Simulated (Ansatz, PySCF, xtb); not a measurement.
Acid–base and redox partners of NC=O. All species are isolated molecules in the gas phase. One relaxed conformer stands for each flexible species; it need not be the lowest. Strings in code marks are SMILES.

Quantity: bond dissociation enthalpy (X–H) at 298 K, in eV. HF references are unrestricted for open shells and restricted for singlets. Thermal and zero-point terms are GFN2-xTB rigid-rotor harmonic values (xtb).

Level 1: B3LYP-D3(BJ)/def2-TZVP (PySCF)
Level 2: PBE-D3(BJ)/def2-TZVP // B3LYP-D3(BJ)/def2-TZVP (PySCF)
Level 3: frozen-core MP2/cc-pVTZ // B3LYP-D3(BJ)/def2-TZVP (Ansatz, a quantum-chemistry and plane-wave program)
Level 4: BP86/6-31G* // B3LYP-D3(BJ)/def2-TZVP (PySCF)

```json
[
 {"species": "H atom removed from N1: `[NH]C=O` (H–N–C–O torsion 26°)", "level 2": "4.76", "level 3": "5.45", "level 4": "4.72"},
 {"species": "H atom removed from C2: `N[C]=O`", "level 2": "3.87", "level 3": "3.99", "level 4": "4.02"}
]
```

### Question
What does level 1 give for each?

### Answer

- H atom removed from N1: `[NH]C=O` (H–N–C–O torsion 26°): 4.87
- H atom removed from C2: `N[C]=O`: 3.97
